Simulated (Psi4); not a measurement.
**[PO3]− (metaphosphate (po31-) (8ci,9ci)) at SCAN/aug-cc-pVTZ (density fitting, sweep point 2)**

Aim: the vertical ionisation energy of [PO3]− (metaphosphate (po31-) (8ci,9ci)) at SCAN/aug-cc-pVTZ (density fitting, sweep point 2), from 2 runs. 

The results are computed with Psi4 1.11.

### Step 1. The system as given

The species is [PO3]− (4 atoms), meant as a singlet with charge -1. SMILES: `O=P(=O)[O-]`. The shape is that of a GFN2-xTB optimisation.

Bond lengths: O1–P2 1.482 Å, P2–O3 1.482 Å, P2–O4 1.482 Å. Angles: O1–P2–O3 120.0°, O1–P2–O4 120.0°, O3–P2–O4 120.0°.

### Step 2. A single-point energy at SCAN/aug-cc-pVTZ (density fitting, sweep point 2)

calc.dat

```
memory 1600 mb

molecule molecule1 {
  -1 1
  O      0.579960    -0.419440    -1.297400
  P      0.000330     0.000460    -0.000130
  O     -1.057020     1.037780     0.038020
  O      0.476740    -0.618790     1.259510
  symmetry c1
}

set {
  reference            rks
  puream               true
  scf_type             df
  dft_radial_points    99
  dft_spherical_points 590
}

result, w = energy("scan/aug-cc-pVTZ", return_wfn=True)
print_variables()
```

Command:

```sh
psi4 -n 1 calc.dat calc.out
```

calc.out:

```text
[...]
  Running in c1 symmetry.
[...]
  Nuclear repulsion =  168.141609722148331
[...]
  Multiplicity = 1
[...]
  Nalpha       = 20
  Nbeta        = 20
[...]
    Number of basis functions: 188
[...]
   @DF-RKS iter   1:  -566.71492687406749    5.95524e-02   6.55048e-03 ADIIS/DIIS
[...]
   @DF-RKS iter   9:  -567.24419205603965   -1.29783e-08   1.96593e-07 DIIS
[...]
    Orbital Energies [Eh]
    ---------------------
    Doubly Occupied:
       1A    -76.686912     2A    -18.730113     3A    -18.730104
       4A    -18.730064     5A     -6.348943     6A     -4.500215
       7A     -4.491338     8A     -4.491331     9A     -0.800853
      10A     -0.725191    11A     -0.725022    12A     -0.267991
      13A     -0.189210    14A     -0.183924    15A     -0.183897
      16A     -0.102424    17A     -0.102371    18A     -0.089173
      19A     -0.089057    20A     -0.039032
[...]
  @DF-RKS Final Energy:  -567.24419205603965
   => Energetics <=
    Nuclear Repulsion Energy =            168.1416097221483312
    One-Electron Energy =               -1126.7418031620807142
    Two-Electron Energy =                 440.7242171661740713
    DFT Exchange-Correlation Energy =     -49.3682157822813252
    Empirical Dispersion Energy =           0.0000000000000000
    VV10 Nonlocal Energy =                  0.0000000000000000
    Total Energy =                       -567.2441920560396511
[...]
 Multipole Moments:
 ------------------------------------------------------------------------------------
     Multipole            Electronic (a.u.)      Nuclear  (a.u.)        Total (a.u.)
 ------------------------------------------------------------------------------------
 L = 1.  Multiply by 2.5417464519 to convert [e a0] to [Debye]
 Dipole X            :          0.0009448           -0.0002466            0.0006982
 Dipole Y            :          0.0016166           -0.0003445            0.0012721
 Dipole Z            :         -0.0013954            0.0000979           -0.0012975
 Magnitude           :                                                    0.0019466
[...]
```

It took 27 s on 1 thread of Intel Xeon 6975P-C (Granite Rapids), shared host; peak memory 1.3 GiB.

### Step 3. Doublet neutral PO3 at the same level

job.in

```
memory 1600 MB

molecule m {
  0 2
  O      0.579960    -0.419440    -1.297400
  P      0.000330     0.000460    -0.000130
  O     -1.057020     1.037780     0.038020
  O      0.476740    -0.618790     1.259510
  units angstrom
  symmetry c1
}

set globals {
  basis aug-cc-pVTZ
  reference uks
  puream true
  scf_type df
  dft_radial_points 99
  dft_spherical_points 590
  maxiter 150
}

E, wfn = energy('scan', return_wfn=True)
```

Command:

```sh
psi4 -i job.in -o job.out -n 1
```

job.out:

```text
[...]
  Running in c1 symmetry.
[...]
  Nuclear repulsion =  168.141609722148331
[...]
  Multiplicity = 2
[...]
  Nalpha       = 20
  Nbeta        = 19
[...]
    Number of basis functions: 188
[...]
   @DF-UKS iter   1:  -566.79843560259815   -2.39563e-02   4.83009e-03 ADIIS/DIIS
[...]
   @DF-UKS iter  10:  -567.07929216823857   -6.09036e-08   3.36746e-07 DIIS
[...]
   @S^2 Observed:                7.596143317E-01
[...]
    Orbital Energies [Eh]
    ---------------------
    Alpha Occupied:
       1A    -76.968065     2A    -19.043751     3A    -19.043559
       4A    -19.043532     5A     -6.630126     6A     -4.780753
       7A     -4.772615     8A     -4.772606     9A     -1.098156
      10A     -1.026605    11A     -1.026579    12A     -0.548327
      13A     -0.471827    14A     -0.471804    15A     -0.461647
      16A     -0.403172    17A     -0.403127    18A     -0.370581
      19A     -0.370567    20A     -0.356529
    Alpha Virtual:
      21A     -0.101332    22A     -0.079492    23A      0.042630
      24A      0.042636    25A      0.043271    26A      0.047773
[...]
  @DF-UKS Final Energy:  -567.07929216823857
   => Energetics <=
    Nuclear Repulsion Energy =            168.1416097221483312
    One-Electron Energy =               -1115.5413612628221927
    Two-Electron Energy =                 429.3267871820783057
    DFT Exchange-Correlation Energy =     -49.0063278096430608
    Empirical Dispersion Energy =           0.0000000000000000
    VV10 Nonlocal Energy =                  0.0000000000000000
    Total Energy =                       -567.0792921682385668
[...]
 Multipole Moments:
 ------------------------------------------------------------------------------------
     Multipole            Electronic (a.u.)      Nuclear  (a.u.)        Total (a.u.)
 ------------------------------------------------------------------------------------
 L = 1.  Multiply by 2.5417464519 to convert [e a0] to [Debye]
 Dipole X            :          0.0012587           -0.0002466            0.0010120
 Dipole Y            :          0.0011740           -0.0003445            0.0008295
 Dipole Z            :          0.0004183            0.0000979            0.0005162
 Magnitude           :                                                    0.0014067
[...]
```

It took 47 s on 1 thread of Intel Xeon 6975P-C (Granite Rapids), shared host; peak memory 1.3 GiB.

### Step 4. What came out

At SCAN/aug-cc-pVTZ (density fitting, sweep point 2):

```
                                                             quantity          value
                                         singlet [PO3]−: total energy  -567.24419 Eh
                                          singlet [PO3]−: HOMO energy       -1.06 eV
                                          singlet [PO3]−: LUMO energy        3.45 eV
singlet [PO3]−: HOMO–LUMO gap (to an unbound level, set by the basis)        4.51 eV
                                    doublet neutral PO3: total energy  -567.07929 Eh
                                   doublet neutral PO3: dipole moment         0.00 D
              doublet neutral PO3: HOMO energy (highest over α and β)       -9.70 eV
               doublet neutral PO3: LUMO energy (lowest over α and β)       -7.90 eV
                                            doublet neutral PO3: ⟨S²⟩          0.760
                  vertical detachment energy (to the doublet neutral)       4.487 eV
```

What this shows: The vertical ionisation energy comes to 4.49 eV (433 kJ/mol). −ε(HOMO) before ionisation, 1.06 eV, is 3.43 eV below this ionisation energy.
